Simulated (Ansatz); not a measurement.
# Al₂H₂ (singlet): the correlation ladder, 6-31G

Aim: climb from Hartree-Fock through coupled cluster and multireference methods for Al₂H₂ (singlet) at one geometry and basis, and see what each rung misses.

Computed with Ansatz 0.2.0, Gaussian basis. Level: 6-31G, core rule «outside noble gas», up to 10 orbitals frozen.

Plan: UHF; CCSD(T) on RHF; CCSD(T) on UHF; BCCD(T) on RHF; CISD; CCSDT(Q) on RHF; CCSDT(Q) on UHF; CISDTQ; CCSDTQ on RHF; CASSCF and MRCISD+Q, 8 electrons in 10 orbitals; CASSCF and NEVPT2, 8 electrons in 10 orbitals; Full CI.

15 further runs of the same task are left out: 1 for a known fault of the program, 4 that didn't finish, 10 set aside as unsound or not needed.

### Step 1. What is computed

The geometry is a PBE0/def2-TZVP stationary point (not a proven minimum).

4 atoms, charge 0, spin multiplicity 1.

Atoms are counted from 1 here; the program's logs count them from 0.

Bond lengths: Al1–Al2 2.635 Å, Al1–H3 1.622 Å, Al2–H4 1.622 Å. Angles: Al2–Al1–H3 120.2°, Al1–Al2–H4 120.2°.

### Step 2. UHF

File in.yaml:

```yaml
crystal:
  periodic: [false, false, false]
  atoms:
    - {symbol: Al, position_ang: [0.000000, -0.153504, 1.308389]}
    - {symbol: Al, position_ang: [0.000000, 0.153504, -1.308389]}
    - {symbol: H, position_ang: [0.000000, 1.143898, 2.282516]}
    - {symbol: H, position_ang: [0.000000, -1.143898, -2.282516]}
basis:
  gaussian: {orbitals: 6-31G}
magnetization: {spin_polarized: true, initial_magnetization: 0}
hamiltonian: {xc: hf}
output: {orbitals: {seedname: orbitals}}
```

The run is started by

```sh
$ ansatz run in.yaml --threads 1 --pin off --events-out ev --progress --plain --max-ram 2393MiB
```

Further steps of the session: CCSD(T) on RHF; CCSD(T) on UHF; BCCD(T) on RHF; CISD; CCSDT(Q) on RHF; CCSDT(Q) on UHF; CISDTQ; CCSDTQ on RHF; CASSCF and MRCISD+Q, 8 electrons in 10 orbitals; CASSCF and NEVPT2, 8 electrons in 10 orbitals; Full CI.

Before running them: what should the planned runs give, taken together? Wanted: FCI below the RHF energy; RMP2 from FCI; UMP2 from FCI; RCCSD from FCI; RCCSD(T) from FCI; UCCSD(T) from FCI; RCCSDT(Q) from FCI; UCCSDT(Q) from FCI; NEVPT2 valence from FCI.

The runs gave:

```
                         quantity                                                                                                       value
         FCI below the RHF energy                                                                                                  -2.8075 eV
                    RMP2 from FCI                                                                                             +22.33 kcal/mol
                    UMP2 from FCI                                                                                             +24.73 kcal/mol
                   RCCSD from FCI                                                                                              +2.44 kcal/mol
                RCCSD(T) from FCI                                                                                              +0.83 kcal/mol
                UCCSD(T) from FCI                                                                                              +1.32 kcal/mol
               RCCSDT(Q) from FCI                                                                                              +0.04 kcal/mol
               UCCSDT(Q) from FCI                                                                                              +0.04 kcal/mol
          NEVPT2 valence from FCI                                                                                              +4.05 kcal/mol
        MRCISD+Q valence from FCI                                                                                              +0.23 kcal/mol
levels within 1 kcal/mol (43 meV)  RCCSD(T), BCCD(T), RCCSDT, UCCSDT, CISDTQ, RCCSDT(Q), UCCSDT(Q), RCCSDTQ, MRCISD valence, MRCISD+Q valence
                    T1 diagnostic                                                                                                       0.030
   effectively unpaired electrons                                                                                                        0.28
```

In words: RCCSD(T) misses by +0.83 kcal/mol, 1.3 % of the correlation energy. CCSD(T) misses by +0.83 kcal/mol on the restricted determinant and by +1.32 kcal/mol on the unrestricted one; the two need not hold the same state or core. The occupations show some static correlation. Of the multireference levels listed MRCISD+Q valence comes nearest in total energy (+0.23 kcal/mol), which doesn't show that its space is the better one. These misses are within one basis, not against nature.
